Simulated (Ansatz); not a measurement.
# One shape, several levels: SiNH4 (SMILES [NH][SiH3])

Aim: a comparison of 6 runs (U-r2SCAN0/STO-3G, UB3LYP/STO-3G, UBHLYP/STO-3G, UBLYP/STO-3G, RPA@PBE/STO-3G, UCCSD(T)/STO-3G) of SiNH4. 

Program for the calculation: Ansatz 0.2.0.

46 further runs of the same task are left out: 46 set aside as unsound or not needed.

### 1 The structure to begin with

The species is SiNH4 (6 atoms), meant as a doublet with charge 0. As SMILES, `[NH][SiH3]`. The Si2–N1 distance was set to 2.191 Å, away from the relaxed value.

Bond lengths: N1–H3 1.023 Å, Si2–H4 1.491 Å, Si2–H5 1.491 Å, Si2–H6 1.481 Å. Angles: H4–Si2–H5 108.6°, H4–Si2–H6 109.5°, H5–Si2–H6 109.5°. A long bond or contact: N1–Si2 2.191 Å.

### 2 A single-point energy at U-r2SCAN0/STO-3G (run 1)

in.yaml reads:

```yaml
crystal:
  periodic: [false, false, false]
  atoms:
    - {symbol: "N", position_ang: [0.791059, -1.130913, 1.164386]}
    - {symbol: Si, position_ang: [-0.203700, 0.347600, -0.110000]}
    - {symbol: H, position_ang: [1.121759, -1.936413, 0.627586]}
    - {symbol: H, position_ang: [-1.310600, -0.282300, -0.885500]}
    - {symbol: H, position_ang: [0.789500, 0.911800, -1.068900]}
    - {symbol: H, position_ang: [-0.748100, 1.434800, 0.736200]}
basis:
  gaussian: {orbitals: STO-3G}
accuracy: high
magnetization: {spin_polarized: true, initial_magnetization: 1}
hamiltonian: {xc: {name: r2SCAN0}}
```

Run with:

```bash
ansatz run in.yaml --threads 1 --pin off --max-ram 2610MiB --events-out events.jsonl --progress --plain --runs-dir runs
```

Log:

```text
Warning: RAYON_NUM_THREADS=1 ignored (pool sized by the plan → 1); use --threads N
Functional definition: r2SCAN0
  name "r2SCAN0"
  parameter a = 0.25
  parameter k0 = 0.174
  parameter k1 = 0.065
  parameter a1 = 4.9479
  exchange = (1 - a)*r2scan_x(k0 = k0, k1 = k1, a1 = a1) + a*exact_x
  correlation = r2scan_c
308 factors; integrals over basis functions are off by at most 1.1e-8 eV
mean field evaluation 1: about -9315.4910 eV, gradient 1.4e1 eV
mean field evaluation 2: about -9314.8392 eV, gradient 1.7e1 eV
mean field evaluation 4: about -9317.2213 eV, gradient 3.5e-1 eV
mean field evaluation 8: about -9317.1742 eV, gradient 3.7e-2 eV
mean field evaluation 16: about -9317.1743 eV, gradient 2.1e-5 eV
mean field -9317.17426284 eV, -342.3998387519 hartree, gradient 4.8e-8 eV, S^2 0.770769; 0 other end points of the search recorded, 0 dependent functions left out
reference -9317.17426355 eV, -342.3998387778 hartree; 13, 12 occupied and 5, 6 virtual orbitals, 308 factors
Total energy: -9317.17426355 eV, -342.3998387778 hartree
```

It took 5.7 s on 1 thread of Arm Neoverse V1, shared host; peak memory 0.23 GiB.

### 3 The energy at UB3LYP/STO-3G (run 2)

job.yaml reads:

```yaml
crystal:
  periodic: [false, false, false]
  atoms:
    - symbol: N
      position_ang: [0.791059, -1.130913, 1.164386]
    - symbol: Si
      position_ang: [-0.203700, 0.347600, -0.110000]
    - symbol: H
      position_ang: [1.121759, -1.936413, 0.627586]
    - symbol: H
      position_ang: [-1.310600, -0.282300, -0.885500]
    - symbol: H
      position_ang: [0.789500, 0.911800, -1.068900]
    - symbol: H
      position_ang: [-0.748100, 1.434800, 0.736200]
basis:
  gaussian: {orbitals: STO-3G}
total_charge: 0
magnetization: {spin_polarized: true, initial_magnetization: 1}
hamiltonian: {xc: {name: B3LYP}}
accuracy: high
```

Run with:

```bash
ansatz run job.yaml --threads 1 --pin off --max-ram 2610MiB --events-out events.jsonl --progress --plain --runs-dir runs
```

Log:

```text
Warning: RAYON_NUM_THREADS=1 ignored (pool sized by the plan → 1); use --threads N
Functional definition: B3LYP
  name "B3LYP"
  parameter a0 = 0.2
  parameter ax = 0.72
  parameter ac = 0.81
  exchange = (1 - a0 - ax)*slater_x + ax*b88_x + a0*exact_x
  correlation = (1 - ac)*vwn_rpa_c + ac*lyp_c
308 factors; integrals over basis functions are off by at most 1.1e-8 eV
mean field evaluation 1: about -9316.6503 eV, gradient 1.6e1 eV
mean field evaluation 2: about -9314.6114 eV, gradient 2.2e1 eV
mean field evaluation 4: about -9318.7075 eV, gradient 4.1e-1 eV
mean field evaluation 8: about -9318.6510 eV, gradient 2.4e-2 eV
mean field evaluation 16: about -9318.6510 eV, gradient 8.2e-6 eV
mean field -9318.65104898 eV, -342.4541096415 hartree, gradient 7.2e-9 eV, S^2 0.760050; 0 other end points of the search recorded, 0 dependent functions left out
reference -9318.65107652 eV, -342.4541106537 hartree; 13, 12 occupied and 5, 6 virtual orbitals, 308 factors
Total energy: -9318.65107652 eV, -342.4541106537 hartree
```

It took 2.2 s on 1 thread of Arm Neoverse V1, shared host; peak memory 0.13 GiB.

Runs 3 to 5 aren't shown in full; the table further down has their settings and results.

### 4 A single-point energy at UCCSD(T)/STO-3G (run 6)

input.yaml reads:

```yaml
crystal:
  periodic: [false, false, false]
  atoms:
    - {symbol: "N", position_ang: [0.791059, -1.130913, 1.164386]}
    - {symbol: Si, position_ang: [-0.203700, 0.347600, -0.110000]}
    - {symbol: H, position_ang: [1.121759, -1.936413, 0.627586]}
    - {symbol: H, position_ang: [-1.310600, -0.282300, -0.885500]}
    - {symbol: H, position_ang: [0.789500, 0.911800, -1.068900]}
    - {symbol: H, position_ang: [-0.748100, 1.434800, 0.736200]}
basis:
  gaussian: {orbitals: STO-3G}
magnetization: {spin_polarized: true, initial_magnetization: 1}
correlation: {method: ccsd_t, frozen_orbitals: {H: 0, "N": 1, Si: 5}}
accuracy: high
scf: {omitted_lower_state_checks: [cluster_reference, increment]}
```

Run with:

```bash
ansatz run input.yaml --threads 1 --pin off --max-ram 2610MiB --events-out events.jsonl --progress --plain --runs-dir runs
```

Log, cut to the lines that bear on the results:

```text
Warning: RAYON_NUM_THREADS=1 ignored (pool sized by the plan → 1); use --threads N
Functional definition: HF
  name "HF"
[...]
308 factors; integrals over basis functions are off by at most 1.1e-8 eV
[...]
mean field -9294.78860285 eV, -341.5771809207 hartree, gradient 4.5e-8 eV, S^2 0.964283; 0 other end points of the search recorded, 0 dependent functions left out
6 core orbitals not correlated: weight in the atoms' cores, before any rotation towards them, 1.000 or more for the frozen orbitals, at most 0.000 for the correlated occupied ones
reference -9294.78860285 eV, -341.5771809207 hartree; 7, 6 occupied and 5, 6 virtual orbitals, 308 factors
second order -1.89246681 eV of doubles, -0.00000000 eV of singles
cycle   1  -2.49950143 eV  change   -6.1e-1 eV  update   7.7e-2
[...]
cycle  29  -3.11024866 eV  change   5.2e-10 eV  update  5.2e-10
perturbative correction -0.02860675 eV, -0.0010512786 hartree
Total energy: -9297.92745826 eV, -341.6925317293 hartree
Checks for a lower state left out: cluster_reference, increment
```

It took 0.24 s on 1 thread of Arm Neoverse V1, shared host.

### 5 Overview of the runs

```
run             level  frozen core orbitals  energy (Eh)   ⟨S²⟩  wall time
  1  U-r2SCAN0/STO-3G                     –  -342.399839  0.771      5.7 s
  2     UB3LYP/STO-3G                     –  -342.454111  0.760      2.2 s
  3     UBHLYP/STO-3G                     –  -342.418001  0.773      1.9 s
  4      UBLYP/STO-3G                     –  -342.384891  0.756      1.9 s
  5    RPA@PBE/STO-3G                     6  -341.756529  0.757      2.2 s
  6   UCCSD(T)/STO-3G                     6  -341.692532  0.964     0.24 s
```

### 6 Outcome

| quantity | value |
| --- | --- |
| run 6: total energy | -341.69253 Eh |
| run 6: correlation energy (6 core orbitals frozen) | -115.4 mEh |
| run 6: (T) correction | -1.05 mEh |
| run 6: ⟨S²⟩ of the reference determinant | 0.964 |
| run 6: T1 diagnostic | 0.039 |

What this shows: Totals of different functionals can't be ranked against each other. In runs 1, 2, 3, 4, 5, 6 the basis is minimal, so the values are rough. Spin contamination of the reference: run 6 ⟨S²⟩ = 0.96. All runs together took 14 s, the longest 5.7 s.
